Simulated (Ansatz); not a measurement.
# CH2Al: the cost of one run

The runs use Ansatz 0.2.0, Gaussian basis; def2-QZVPP, core rule «outside noble gas», up to 6 orbitals frozen.

The runs, in order: UHF; ROHF; CCSD(T) on UHF.

### Step 1. The geometry

The geometry is a PBE0/def2-TZVP stationary point (not a proven minimum) of the parent state, kept for this charge and spin.

4 atoms, charge 0, spin multiplicity 2.

Atoms are counted from 1 here; the program's logs count them from 0.

Bond lengths: Al1–C2 1.948 Å, C2–H3 1.088 Å, C2–H4 1.088 Å. Angles: Al1–C2–H3 122.6°, Al1–C2–H4 122.6°, H3–C2–H4 114.8°.

Geometry (Å):

```xyz
4

Al    0.0000    0.0000    0.6950
C     0.0000    0.0000   -1.2528
H     0.0000    0.9163   -1.8387
H     0.0000   -0.9163   -1.8387
```

### Step 2. UHF

Contents of in.yaml:

```yaml
crystal:
  periodic: [false, false, false]
  atoms:
    - {symbol: Al, position_ang: [0.000000, 0.000000, 0.695038]}
    - {symbol: C, position_ang: [0.000000, 0.000000, -1.252764]}
    - {symbol: H, position_ang: [0.000000, 0.916303, -1.838714]}
    - {symbol: H, position_ang: [0.000000, -0.916304, -1.838714]}
basis:
  gaussian: {orbitals: "def2-QZVPP.json"}
magnetization: {spin_polarized: true, initial_magnetization: 1}
hamiltonian: {xc: hf}
output: {orbitals: {seedname: orbitals}}
```

Run with:

```console
$ ansatz run in.yaml --threads 1 --pin off --events-out ev --progress --plain --max-ram 2393MiB
```

Q: Estimate wall time and peak memory on 1 thread of Arm Neoverse V1, shared host.

About 30 s, with a peak of 0.37 GiB.
